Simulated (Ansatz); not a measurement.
```yaml
crystal:
  periodic: [false, false, false]
  atoms:
    - {symbol: B, position_ang: [0.000000, -0.000000, -0.009364]}
    - {symbol: F, position_ang: [-0.000000, 0.000000, 1.253754]}
basis:
  gaussian: {orbitals: cc-pVDZ}
total_charge: 1
magnetization: {spin_polarized: true, initial_magnetization: 1}
hamiltonian: {xc: {name: B3LYP-D3}}
accuracy: high
```

```sh
$ ansatz run in.yaml --threads 2 --pin off --events-out ev --progress --plain --max-ram 32768MiB --backend cpu
```

(1) How does Ansatz answer? (Estimate.)

## Answers

(1) Computed: The input was rejected before any iteration.
```
Error: YAML parse error: error: line 10 column 19: hamiltonian.xc: no functional is named "B3LYP-D3"; the names, which are not case-sensitive, are SVWN5, SPW92, PBE, PBE0, PBEsol, revPBE, revPBE0, RPBE, rPW86-PBE, HSE06, wPBEh, LC-wPBE, HISS, HF, BLYP, B3LYP, B3LYP5, BHLYP, CAM-B3LYP, r2SCAN, r2SCANh, r2SCAN0, r2SCAN50, m-r2SCAN, B97, wB97, wB97X, wB97X-V, B97M-V, wB97M-V, B2PLYP, B2GP-PLYP, PBE0-DH, PBE-QIDH
 8 | total_charge: 1
 9 | magnetization: {spin_polarized: true, initial_magnetization: 1}
10 | hamiltonian: {xc: {name: B3LYP-D3}}
11 | accuracy: high
```

HSE06 is defined as in plane-wave codes.
